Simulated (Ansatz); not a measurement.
Ir, fcc: geometry optimisation

These are results of DFT, PBEsol, plane waves (420 eV) with PAW, scalar-relativistic (Ansatz 0.2.0), not measurements. The PAW files were generated under PBE, with cores re-solved for the functional.

k-point mesh 14×14×14, Fermi-Dirac smearing 0.1 eV, no spin polarisation. Cell and atoms relax.

Starting structure:

```cif
data_structure
_symmetry_space_group_name_H-M 'P 1'
_symmetry_Int_Tables_number 1
_cell_length_a 2.7149
_cell_length_b 2.7149
_cell_length_c 2.7149
_cell_angle_alpha 60.000
_cell_angle_beta 60.000
_cell_angle_gamma 60.000
_cell_volume 14.15
loop_
_atom_site_label
_atom_site_type_symbol
_atom_site_fract_x
_atom_site_fract_y
_atom_site_fract_z
_atom_site_occupancy
Ir1 Ir 0.00000 0.00000 0.00000 1
```

Question: What cell does the relaxation end in?

Answer: Fm-3m with a = 3.832 Å; 14.06 Å³ per atom against 14.15 at the start (-0.6 %).

Question: How much energy does the relaxation gain?

Answer: 0.6 meV per atom.

Path of the relaxation (the plane waves are chosen anew near the end, which can shift the energy a little):

```csv
step,E − E(final) (meV/atom),V (Å³/atom),P (GPa),max force (eV/Å)
0,0.62,14.149,-2.30,0.000
1,-0.03,14.065,-0.05,0.000
2,-0.03,14.063,0.00,0.000
3,0.00,14.063,0.01,0.000
```
